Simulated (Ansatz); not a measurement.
`OC(O)=NP` at its PBE0-D4/def2-TZVP geometry, where that method's forces vanish. Total charge 0; spin multiplicity 1.

```xyz
9

O    -0.1135    0.3265   -1.7275
C    -0.3506   -0.4981   -0.7169
O    -0.9455   -1.5927   -1.1705
N    -0.0883   -0.3550    0.5239
P     0.6810    1.1049    0.9752
H     0.3221    1.1160   -1.3573
H    -1.0919   -2.1510   -0.3958
H    -0.1317    1.4672    2.0798
H     1.7184    0.5822    1.7892
```

(1) What forces (eV/Å) does B3LYP-D4/def2-TZVPP give on these atoms in Ansatz? (Best estimate.)

Results:

(1) Computed: 
```
O1   0.098  0.280 -0.233
C2   0.012 -0.055  0.240
O3  -0.165 -0.313 -0.093
N4  -0.032 -0.071  0.012
P5   0.119  0.172  0.237
H6  -0.004  0.025 -0.102
H7  -0.032 -0.061 -0.017
H8   0.025  0.001 -0.025
H9  -0.020  0.023 -0.018
```

B3LYP here is the variant with VWN-RPA as its local correlation; programs differ in this.
